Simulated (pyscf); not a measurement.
PySCF, gas phase, ωB97X-D3(BJ)/def2-SVP geometries.

**Question.** `[F][BiH][F]` + `[F][SiH3]` → `[F][Bi]([F])[F]` + `[SiH4]`
Surface: singlet. Broken: Bi–H, F–Si. Formed: Bi–F, H–Si. Give ΔE‡ and ΔE from B3LYP-D3(BJ)/def2-TZVP, relative to the separated reactants.

**Answer.** ΔE‡ = 24.6 kcal/mol, ΔE = +8.3 kcal/mol. ωB97M-D3(BJ)/def2-TZVP gives 26.9 kcal/mol and +9.6 kcal/mol. Zero-point energy shifts the barrier by +0.9 kcal/mol. It is a four-centre exchange, with an imaginary mode of 191i cm⁻¹. On the reactant side the descent ends in a bound adduct, 8.6 kcal/mol under the separated species and 31.0 kcal/mol under the saddle at ωB97X-D3(BJ)/def2-TZVP. At ωB97X-D3(BJ) the barrier from the zero used here is 22.4 kcal/mol. One saddle was located; it need not be the lowest between these sides. Elements past Kr carry the def2 core potentials, without spin-orbit coupling.
